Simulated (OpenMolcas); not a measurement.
# AlH (SMILES [AlH]): BLYP/ANO-RCC-VDZP (DKH3)

Aim: the vertical ionisation energy of AlH at BLYP/ANO-RCC-VDZP (DKH3), from 2 runs. 

The calculation is run with OpenMolcas 26.06.

## Step 1: The system as given

AlH: 2 atoms, total charge 0, spin state singlet. SMILES: `[AlH]`. The coordinates come from a PBE0-D4/def2-TZVP relaxation.

Bond lengths: Al1–H2 1.665 Å.

## Step 2: The energy at BLYP/ANO-RCC-VDZP (DKH3)

The input, job.input:

```
>>> EXPORT MOLCAS_PRINT=2

&GATEWAY
  Coord
  2
  bohr
  Al     0.00000000     0.00000000    -0.04845258
  H      0.00000000     0.00000000     3.09746899
  Basis=ANO-RCC-VDZP
  Group=NoSym

&SEWARD
  Relativistic=R03O02
  Expert

&SCF
  KSDFT=BLYP
  PrOrbitals=1 1
```

Run with:

```console
$ export MOLCAS_MEM=1860
$ pymolcas job.input > job.log
```

Log:

```text
--- Start Module: gateway ---
[...]
--- Stop Module: gateway /rc=_RC_ALL_IS_WELL_ ---
--- Start Module: seward ---
[...]
 ###    WARNING:  EXPERT option is ON!                                       ###
 ###############################################################################
               SEWARD will generate:
[...]
      Basis functions           23
--- Stop Module: seward /rc=_RC_ALL_IS_WELL_ ---
[...]
--- Start Module: scf ---
[...]
       Convergence after   9 Iterations
[...]
::    Total KS-DFT energy                            -243.4278426266
[...]
      Total spin, S                                     0.0000000000
[...]
      Total electronic charge=   14.000000
      Total            charge=   -0.000000
[...]
      Dipole Moment (debye):
      Origin of the operator (angstrom)=    0.0000    0.0000    0.0343
                   X= -4.4302E-13               Y=  5.2907E-14               Z= -2.4000E-01           Total=  2.4000E-01
      Quadrupole Moment (debye*angstrom):
[...]
--- Stop Module: scf /rc=_RC_ALL_IS_WELL_ ---
[...]
```

Run time: 2.7 s. Hardware: 1 thread of Arm Neoverse V1, shared host; peak memory 0.38 GiB.

## Step 3: The doublet cation, same level

The input, job.input:

```
&GATEWAY
 Coord
 2
 bohr
 Al     0.00000000     0.00000000    -0.04845258
 H      0.00000000     0.00000000     3.09746899
 Basis = ANO-RCC-VDZP
 Group = NoSym

&SEWARD
 Relativistic = R03O02
 Expert

&SCF
 UHF
 Charge = 1
 Spin = 2
 KSDFT = BLYP
 PrOrbitals = 1 1
```

Run with:

```console
$ export MOLCAS_MEM=1860
$ pymolcas job.input > job.log
```

Log:

```text
--- Start Module: gateway ---
[...]
--- Stop Module: gateway /rc=_RC_ALL_IS_WELL_ ---
--- Start Module: seward ---
[...]
 ###    WARNING:  EXPERT option is ON!                                       ###
 ###############################################################################
               SEWARD will generate:
[...]
      Basis functions           23
--- Stop Module: seward /rc=_RC_ALL_IS_WELL_ ---
[...]
--- Start Module: scf ---
[...]
       Convergence after  14 Iterations
[...]
::    Total KS-DFT energy                            -243.1300759374
[...]
      Total spin, S                                     0.5029638355
[...]
      Total electronic charge=   13.000000
      Total            charge=    1.000000
[...]
      Dipole Moment (debye):
      Origin of the operator (angstrom)=    0.0000    0.0000    0.0343
                   X= -3.7459E-14               Y=  6.7567E-14               Z= -2.0882E-01           Total=  2.0882E-01
      Center of Charge (angstrom)
[...]
--- Stop Module: scf /rc=_RC_ALL_IS_WELL_ ---
[...]
```

It took 3.6 s on 1 thread of Arm Neoverse V1, shared host; peak memory 0.38 GiB.

## Step 4: Outcome

At BLYP/ANO-RCC-VDZP (DKH3):

| quantity | value |
| --- | --- |
| singlet AlH: total energy | -243.42784 Eh |
| singlet AlH: dipole moment | 0.24 D |
| singlet AlH: HOMO energy | -4.69 eV |
| singlet AlH: LUMO energy | -2.26 eV |
| singlet AlH: HOMO–LUMO gap | 2.43 eV |
| doublet cation: total energy | -243.13008 Eh |
| doublet cation: HOMO energy (highest over α and β) | -12.94 eV |
| doublet cation: LUMO energy (lowest over α and β) | -11.49 eV |
| doublet cation: ⟨S²⟩ | 0.756 |
| vertical ionisation energy (to the doublet cation) | 8.103 eV |

In words: Removing an electron at fixed nuclei costs 8.10 eV (782 kJ/mol). −ε(HOMO) before ionisation, 4.69 eV, is 3.41 eV below this ionisation energy.
